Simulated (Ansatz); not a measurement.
**N2H4, triplet: from triple and quadruple zeta to the limit**

```yaml
atoms:
  - { symbol: N, position_ang: [-1.1343, 0.0138, -0.0277] }
  - { symbol: H, position_ang: [-1.4316, 0.9816, -0.0277] }
  - { symbol: H, position_ang: [-1.4316, -0.3885, 0.8526] }
  - { symbol: H, position_ang: [0.0977, 0.0138, -0.0277] }
  - { symbol: N, position_ang: [1.2257, 0.0138, -0.0277] }
  - { symbol: H, position_ang: [1.4948, -0.9904, -0.0277] }
```

Connectivity, by distances: NH2 ··· NH, 1 bridging H.

Ansatz 0.2.0, UHF determinant, valence electrons correlated. Energies in eV.

| set | X | functions | Hartree–Fock | MP2 correlation | CCSD(T) correlation | time |
| --- | --- | --- | --- | --- | --- | --- |
| def2-TZVPP | 3 | 118 | -3024.1134 | -10.6962 | -11.9841 | 4 s on 1 × NVIDIA H100 80GB HBM3 with 1 thread of AMD EPYC 7R13 Processor (Zen 3) (shared host) |
| def2-QZVPP | 4 | 234 | -3024.2651 | -11.4744 | -12.6913 | 8 s on 1 × NVIDIA H100 80GB HBM3 with 1 thread of AMD EPYC 7R13 Processor (Zen 3) (shared host) |

Hartree–Fock is taken to follow E(X) = E∞ + A·exp(−7.88·√X), correlation E(X) = E∞ + B·X^−2.97.

Cautions: lower spins were not checked.

Question: Work out the CCSD(T) energy at the limit, and how far the shortcut misses it that extrapolates MP2 and adds CCSD(T) minus MP2 from the smaller set.

Answer: Hartree–Fock: E∞ = E4 + 0.1377·(E4 − E3) = -3024.2860. Correlation: E∞ = E4 + 0.7407·(E4 − E3) = -13.2152 for CCSD(T) and -12.0509 for MP2. The limit is -3037.5012 eV, 0.545 eV below def2-QZVPP. The shortcut gives a correlation energy of -12.0509 + (-1.2879) = -13.3388, 124 meV lower than the direct value.
